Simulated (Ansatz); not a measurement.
**CHClF− (SMILES F[CH-]Cl): functionals against CCSD(T) at one geometry**

One table from this session's results is given with a row withheld; the runs are named, their logs left out.

Method: single points in def2-TZVPPD; program: Ansatz 0.2.0, Gaussian basis.

Cores are frozen in the correlated methods. B3LYP uses VWN-RPA correlation.

### Where the work starts

SMILES `F[CH-]Cl`, 4 atoms, charge -1, spin multiplicity 1.

Atoms are counted from 1 here; the program's logs count them from 0.

Bond lengths: C2–Cl3 1.778 Å, C2–H4 1.111 Å. Angles: Cl3–C2–H4 108.7°.

Coordinates:

```xyz
4
charge -1, multiplicity 1
F    -1.34550   -0.07360   -0.50720
C    -0.18150    0.24550    0.40230
Cl    1.00060   -1.08160    0.36580
H     0.11310    1.00570   -0.35180
```

Set-up of the first run:

File run/in.yaml:

```yaml
crystal:
  periodic: [false, false, false]
  atoms:
    - {symbol: F, position_ang: [-1.345500, -0.073600, -0.507200]}
    - {symbol: C, position_ang: [-0.181500, 0.245500, 0.402300]}
    - {symbol: Cl, position_ang: [1.000600, -1.081600, 0.365800]}
    - {symbol: H, position_ang: [0.113100, 1.005700, -0.351800]}
basis:
  gaussian: {orbitals: "def2-TZVPPD.json"}
total_charge: -1
correlation: {method: ccsd_t}
output: {forces: true}
```

The basis file named in the input lies beside it (Basis Set Exchange, JSON).

The command line of these runs was not kept.

Among the steps run: CCSD(T)/def2-TZVPPD; PBE0-D4/def2-TZVPPD; wB97M-V/def2-TZVPPD; r2SCAN-D4/def2-TZVPPD; PBE-D4/def2-TZVPPD; B3LYP-D4/def2-TZVPPD; BHLYP-D4/def2-TZVPPD.

One of the session's tables, all rows but one given; the rest of the session is left out.

```
   method  RMS force component (eV/Å)  angle to CCSD(T) forces (°)
  CCSD(T)                       1.111                    reference
  PBE0-D4                       1.032                          7.8
  wB97M-V                       1.084                          4.2
r2SCAN-D4                       1.081                          2.4
   PBE-D4                       1.018                          8.6
 B3LYP-D4                       1.114                          3.5
 BHLYP-D4                           ?                            ?
```

Estimate the missing values for BHLYP-D4.

The run gave: RMS force component (eV/Å): 1.163; angle to CCSD(T) forces (°): 13.0. In the column «RMS force component (eV/Å)» it is the highest.

Caveats from the session: The anion's highest level is positive in at least one run, so there the basis alone may hold the extra electron.
